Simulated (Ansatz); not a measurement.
**C2H (doublet): from Hartree-Fock to the top rungs at distance C1–H3 = 2.827 Å, 6-31G**

Aim: climb from Hartree-Fock through coupled cluster and multireference methods for C2H (doublet) at one geometry and basis, and see what each rung misses.

The runs use Ansatz 0.2.0, Gaussian basis; 6-31G, core rule «outside noble gas», up to 2 orbitals frozen.

Plan: UHF; CCSD(T) on ROHF; CCSD(T) on UHF; BCCD(T) on ROHF; CISD; CCSDT(Q) on ROHF; CCSDT(Q) on UHF; CISDTQ; CCSDTQ on ROHF; CASSCF and MRCISD+Q, 3 electrons in 3 orbitals; CASSCF and NEVPT2, 3 electrons in 3 orbitals; CASSCF and MRCISD+Q, 9 electrons in 9 orbitals; CASSCF and MRCISD+Q(relaxed), 9 electrons in 9 orbitals; CASSCF and NEVPT2, 9 electrons in 9 orbitals; Full CI.

17 further runs of the same task are left out: 1 for a known fault of the program, 14 that didn't finish, 2 set aside as unsound or not needed.

### 1 The system

The geometry derives from a PBE0/def2-TZVP stationary point (not a proven minimum). One bond is set to the value named and the two fragments are kept rigid.

3 atoms, charge 0, spin multiplicity 2.

Atoms are counted from 1 here; the program's logs count them from 0.

Bond lengths: C1–C2 1.200 Å.

### 2 UHF

File in.yaml:

```yaml
crystal:
  periodic: [false, false, false]
  atoms:
    - {symbol: C, position_ang: [0.000000, 0.000000, -0.542261]}
    - {symbol: C, position_ang: [0.000000, 0.000000, -1.742477]}
    - {symbol: H, position_ang: [0.000000, 0.000000, 2.284739]}
basis:
  gaussian: {orbitals: 6-31G}
magnetization: {spin_polarized: true, initial_magnetization: 1}
hamiltonian: {xc: hf}
output: {orbitals: {seedname: orbitals}}
```

Run with:

```bash
ansatz run in.yaml --threads 1 --pin off --events-out ev --progress --plain --max-ram 2393MiB
```

After this run come: CCSD(T) on ROHF; CCSD(T) on UHF; BCCD(T) on ROHF; CISD; CCSDT(Q) on ROHF; CCSDT(Q) on UHF; CISDTQ; CCSDTQ on ROHF; CASSCF and MRCISD+Q, 3 electrons in 3 orbitals; CASSCF and NEVPT2, 3 electrons in 3 orbitals; CASSCF and MRCISD+Q, 9 electrons in 9 orbitals; CASSCF and MRCISD+Q(relaxed), 9 electrons in 9 orbitals; CASSCF and NEVPT2, 9 electrons in 9 orbitals; Full CI.

Before running them: what should the planned runs give, taken together? Wanted: FCI below the RHF energy; RMP2 from FCI; UMP2 from FCI; RCCSD from FCI; RCCSD(T) from FCI; UCCSD(T) from FCI; RCCSDT(Q) from FCI; UCCSDT(Q) from FCI; NEVPT2 pair from FCI.

The runs gave:

| quantity | value |
| --- | --- |
| FCI below the RHF energy | -7.7971 eV |
| RMP2 from FCI | +16.89 kcal/mol |
| UMP2 from FCI | +39.16 kcal/mol |
| RCCSD from FCI | +13.39 kcal/mol |
| RCCSD(T) from FCI | -0.37 kcal/mol |
| UCCSD(T) from FCI | +7.15 kcal/mol |
| RCCSDT(Q) from FCI | -0.87 kcal/mol |
| UCCSDT(Q) from FCI | +2.12 kcal/mol |
| NEVPT2 pair from FCI | +17.74 kcal/mol |
| MRCISD+Q pair from FCI | -0.12 kcal/mol |
| NEVPT2 valence from FCI | +7.23 kcal/mol |
| levels within 1 kcal/mol (43 meV) | RCCSD(T), BCCD(T), RCCSDT, RCCSDT(Q), RCCSDTQ, MRCISD+Q pair, MRCISD valence, MRCISD+Q valence, MRCISD+Q(relaxed) valence |
| T1 diagnostic | 0.046 |
| effectively unpaired electrons | 2.15 |

**Reading.** RCCSD(T) lands -0.37 kcal/mol from the yardstick (0.2 % of the correlation energy). CCSD(T) misses by -0.37 kcal/mol on the restricted determinant and by +7.15 kcal/mol on the unrestricted one; the two need not hold the same state or core. RCCSD(T), BCCD(T), RCCSDT(Q), MRCISD+Q pair fall below full CI, which methods that aren't variational can do. With 2.2 effectively unpaired electrons against 1 the state is strongly multireference. Coupled cluster on one determinant still stays close here. Of the multireference levels listed MRCISD+Q(relaxed) valence comes nearest in total energy (+0.01 kcal/mol), which doesn't show that its space is the better one. Coupled cluster took another determinant than the lowest Hartree-Fock one. These misses are within one basis, not against nature; the frozen cores of restricted and unrestricted runs differ, which can shift their rows.
